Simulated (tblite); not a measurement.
Species: C4H7FS.
Numbering: `[CH3:1][CH2:2][C@@H:3]1[S:4][C@H:5]1[F:6]` (hydrogens: H7, H8, H9 on C1; H10, H11 on C2; H12 on C3; H13 on C5)

Geometry (GFN2-xTB, Å), atoms numbered from 1 in this order:
```
atom  x, y, z in Å
C1     1.534    0.455    0.718
C2     0.706   -0.463   -0.178
C3    -0.690   -0.616    0.369
S4    -1.997   -1.223   -0.736
C5    -1.735    0.376    0.036
F6    -2.597    0.759    1.004
H7     1.593    0.052    1.726
H8     1.086    1.445    0.771
H9     2.542    0.552    0.325
H10    0.656   -0.056   -1.190
H11    1.177   -1.446   -0.236
H12   -0.750   -1.042    1.367
H13   -1.529    1.207   -0.632
```

Computed with GFN2-xTB (tblite): harmonic, unscaled wavenumbers at the GFN2-xTB geometry, gas phase. The method is semi-empirical: single wavenumbers can be off by several per cent or more. One conformer, not necessarily the lowest.

Harmonic wavenumbers (cm⁻¹): 78.0, 146.0, 199.5, 301.3, 330.5, 355.9, 443.7, 693.1, 727.1, 814.9, 905.4, 954.0, 976.8, 1031.7, 1085.0, 1101.5, 1129.1, 1182.4, 1223.2, 1252.3, 1315.5, 1363.7, 1412.5, 1483.1, 1495.5, 1500.0, 2981.9, 2993.3, 3008.7, 3022.2, 3040.1, 3043.3, 3049.0.

A = 4298, B = 2039, C = 1483 MHz; mass 106.025 u (most abundant isotopes); point group C1, symmetry number 1.

**Question.** What is the zero-point energy?

**Answer.** ½Σν̃ = 22320 cm⁻¹ = 63.82 kcal/mol.

**Question.** Entropy at 400 K, 1 bar (ideal gas, RRHO, classical rotation)?

**Answer.** Translation 41.38, rotation 28.48, vibration 21.23: S = 91.1 cal/(mol K).

**Question.** And Cp and H(400 K) − H(0)?

**Answer.** Cp = 32.47 cal/(mol K), of which vibrations give 24.52 (their classical limit is 33 R = 65.6); H(400 K) − H(0) = 7.88 kcal/mol without the zero-point energy, 4.70 from vibrations.

**Question.** Which modes carry the vibrational entropy at 400 K?

**Answer.** 78.0 cm⁻¹: 4.52; 146.0 cm⁻¹: 3.29; 199.5 cm⁻¹: 2.69; 301.3 cm⁻¹: 1.92; 330.5 cm⁻¹: 1.76; 355.9 cm⁻¹: 1.63 cal/(mol K); the other 27 give 5.43 together.

**Question.** Blend soft modes into free rotors: weight 1/[1 + (100 cm⁻¹/ν̃)⁴] for the oscillator and the rest for a rotor with moment μB/(μ + B), μ = h/(8π²ν), B = 10⁻⁴⁴ kg m². What vibrational entropy results?

**Answer.** 20.31 cal/(mol K) in place of 21.23, which changes −T·S at 400 K by +0.37 kcal/mol.

**Question.** What must be added to the electronic energy to get the Gibbs energy at 400 K and 1 bar?

**Answer.** ZPE + [H(400 K) − H(0)] − T·S = 63.82 + 7.88 − 36.44 = 35.26 kcal/mol.

Hindered rotation and anharmonicity are outside this model. Other conformers, if any are populated, would add a mixing term that is left out. The structure is chiral; the term R ln 2 for an equal mix with its mirror image is left out.
